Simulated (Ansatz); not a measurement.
# CHBSi+ (doublet): from Hartree-Fock to the top rungs, cc-pVDZ

How much of the correlation energy of CHBSi+ (doublet) does each wave-function method recover here?

Method: cc-pVDZ, core rule «outside noble gas», up to 7 orbitals frozen; program: Ansatz 0.2.0, Gaussian basis.

To be run: UHF; CCSD(T) on ROHF; CCSD(T) on UHF; BCCD(T) on ROHF; CISD; CCSDT(Q) on ROHF; CCSDT(Q) on UHF; CASSCF and MRCISD+Q, 9 electrons in 9 orbitals; CASSCF and NEVPT2, 9 electrons in 9 orbitals.

14 further runs of the same task are left out: 5 that didn't finish, 9 set aside as unsound or not needed.

### 1 The geometry

The geometry is a PBE0/def2-TZVP stationary point (not a proven minimum) of the parent state, kept for this charge and spin.

4 atoms, charge 1, spin multiplicity 2.

Atoms are counted from 1 here; the program's logs count them from 0.

Bond lengths: C1–B2 1.338 Å, C1–H4 1.073 Å, B2–Si3 1.848 Å. Angles: B2–C1–H4 180.0°, C1–B2–Si3 180.0°.

### 2 UHF

in.yaml reads:

```yaml
crystal:
  periodic: [false, false, false]
  atoms:
    - {symbol: C, position_ang: [0.000000, 0.000000, 0.862700]}
    - {symbol: B, position_ang: [0.000000, 0.000000, -0.475200]}
    - {symbol: Si, position_ang: [0.000000, 0.000000, -2.322700]}
    - {symbol: H, position_ang: [0.000000, 0.000000, 1.935200]}
basis:
  gaussian: {orbitals: cc-pVDZ}
total_charge: 1
magnetization: {spin_polarized: true, initial_magnetization: 1}
hamiltonian: {xc: hf}
output: {orbitals: {seedname: orbitals}}
```

Command:

```console
> ansatz run in.yaml --threads 1 --pin off --events-out ev --progress --plain --max-ram 2393MiB
```

The runs that follow: CCSD(T) on ROHF; CCSD(T) on UHF; BCCD(T) on ROHF; CISD; CCSDT(Q) on ROHF; CCSDT(Q) on UHF; CASSCF and MRCISD+Q, 9 electrons in 9 orbitals; CASSCF and NEVPT2, 9 electrons in 9 orbitals.

**Question.** What will the summary of the whole plan be? Wanted: RCCSDT(Q) below the RHF energy; RMP2 from RCCSDT(Q); UMP2 from RCCSDT(Q); RCCSD from RCCSDT(Q); RCCSD(T) from RCCSDT(Q); UCCSD(T) from RCCSDT(Q); UCCSDT(Q) from RCCSDT(Q); T1 diagnostic.

The runs gave:

```
                         quantity                      value
   RCCSDT(Q) below the RHF energy                 -7.8494 eV
              RMP2 from RCCSDT(Q)                +1511.5 meV
              UMP2 from RCCSDT(Q)                +2030.9 meV
             RCCSD from RCCSDT(Q)                 +431.8 meV
          RCCSD(T) from RCCSDT(Q)                  +87.8 meV
          UCCSD(T) from RCCSDT(Q)                 +123.7 meV
         UCCSDT(Q) from RCCSDT(Q)                   -6.9 meV
levels within 1 kcal/mol (43 meV)  RCCSDT, UCCSDT, UCCSDT(Q)
                    T1 diagnostic                      0.027
```

What this shows: RCCSD(T) lands +87.8 meV from the yardstick (1.1 % of the correlation energy). CCSD(T) misses by +87.8 meV on the restricted determinant and by +123.7 meV on the unrestricted one; the two need not hold the same state or core. Coupled cluster took another determinant than the lowest Hartree-Fock one. These misses are within one basis, not against nature; the frozen cores of restricted and unrestricted runs differ, which can shift their rows.
